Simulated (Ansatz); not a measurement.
# AlBH6N+ (SMILES [BH2][AlH][NH3+]): one structure at several levels

The task here is to estimate one member of a computed series from the others.

Program: Ansatz 0.2.0, Gaussian basis. Level of theory: single points in def2-TZVPP. These are calculated values, not measurements.

Correlated methods freeze the cores. B3LYP uses VWN-RPA correlation.

## Starting geometry

9 atoms, charge 1, spin multiplicity 1.

Atoms are counted from 1 here; the program's logs count them from 0.

Bond lengths: B1–Al2 2.091 Å, B1–H4 1.224 Å, B1–H5 1.172 Å, Al2–N3 2.095 Å, Al2–H6 1.568 Å, N3–H7 1.028 Å, N3–H8 1.049 Å, N3–H9 1.058 Å. Angles: Al2–B1–H4 122.1°, Al2–B1–H5 122.0°, H4–B1–H5 115.8°, B1–Al2–N3 125.4°, B1–Al2–H6 145.0°, N3–Al2–H6 89.6°, Al2–N3–H7 107.0°, Al2–N3–H8 122.6°, Al2–N3–H9 108.5°, H7–N3–H8 108.7°, H7–N3–H9 104.8°, H8–N3–H9 103.9°.

Coordinates:

```
B    -1.20140    0.95220   -1.52350
Al    0.10540    0.74000    0.09470
N     0.71790   -1.08160    0.92850
H    -1.57360   -0.00600   -2.18770
H    -1.55050    2.00350   -1.90600
H     0.96380    1.50480    1.16110
H     1.74380   -1.11070    0.86670
H     0.33590   -2.00600    0.61080
H     0.51020   -1.06300    1.96620
```

Set-up of the first run:

The input, run/in.yaml:

```yaml
crystal:
  periodic: [false, false, false]
  atoms:
    - {symbol: B, position_ang: [-1.201400, 0.952200, -1.523500]}
    - {symbol: Al, position_ang: [0.105400, 0.740000, 0.094700]}
    - {symbol: N, position_ang: [0.717900, -1.081600, 0.928500]}
    - {symbol: H, position_ang: [-1.573600, -0.006000, -2.187700]}
    - {symbol: H, position_ang: [-1.550500, 2.003500, -1.906000]}
    - {symbol: H, position_ang: [0.963800, 1.504800, 1.161100]}
    - {symbol: H, position_ang: [1.743800, -1.110700, 0.866700]}
    - {symbol: H, position_ang: [0.335900, -2.006000, 0.610800]}
    - {symbol: H, position_ang: [0.510200, -1.063000, 1.966200]}
basis:
  gaussian: {orbitals: def2-TZVPP}
total_charge: 1
correlation: {method: ccsd_t}
output: {forces: true}
```

The command line of these runs was not kept.

Steps of the session up to this table: CCSD(T)/def2-TZVPP; PBE0-D4/def2-TZVPP; wB97M-V/def2-TZVPP; r2SCAN-D4/def2-TZVPP; PBE-D4/def2-TZVPP; wB97X-V/def2-TZVPP; B3LYP-D4/def2-TZVPP.

One of the session's tables, all rows but one given; the rest of the session is left out.

| method | RMS force component (eV/Å) | angle to CCSD(T) forces (°) |
| --- | --- | --- |
| CCSD(T) | 0.622 | reference |
| PBE0-D4 | 0.619 | 4.1 |
| wB97M-V | ? | ? |
| r2SCAN-D4 | 0.607 | 2.6 |
| PBE-D4 | 0.529 | 11.7 |
| wB97X-V | 0.616 | 2.8 |
| B3LYP-D4 | 0.612 | 3.8 |

Estimate the missing values for wB97M-V.

**Answer.** RMS force component (eV/Å): 0.620; angle to CCSD(T) forces (°): 5.8. In the column «RMS force component (eV/Å)» it lies between PBE0-D4 (0.619) and CCSD(T) (0.622).
